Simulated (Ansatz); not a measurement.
Results of LDA in Ansatz (PAW) for trigonal Te.

Run with plane-wave cutoff 520 eV, 12×12×6 k mesh (along the axes of the cell as run), Fermi–Dirac smearing 0.01 eV, scalar-relativistic PAW data made under PBE.

Computed at the level's own relaxed cell.

Estimate the bulk modulus, volume per atom and lattice parameter c that the calculation returns.


- bulk modulus = 37.3 GPa
- volume per atom = 31.30 Å³/atom
- lattice parameter c = 5.926 Å

The run finds no gap.

Measured, for comparison: bulk modulus 19 GPa (temperature not stated, no zero-point or thermal correction; as tabulated in Yi et al. (2018), arXiv:1712.00894); lattice parameter c 5.928 Å (293 K, no zero-point or thermal correction; as tabulated in Wikipedia's data pages). Computed (rounded) less measured: bulk modulus +96 % (against room or unstated temperature, where such soft solids are markedly softer), lattice parameter c 0.0 %.

Note: the gap of the solid is closed in this run; this level leaves the solid without a gap, although one is measured; the bulk modulus comes from volumes at which shape and atoms were relaxed.

Spin–orbit coupling is not included; it can open a gap where bands touch, and shift volumes and moduli.

The computed numbers hold no vibrational or temperature effects.

The result took roughly 12 core-minutes.

Ansatz is a program for electronic structure.
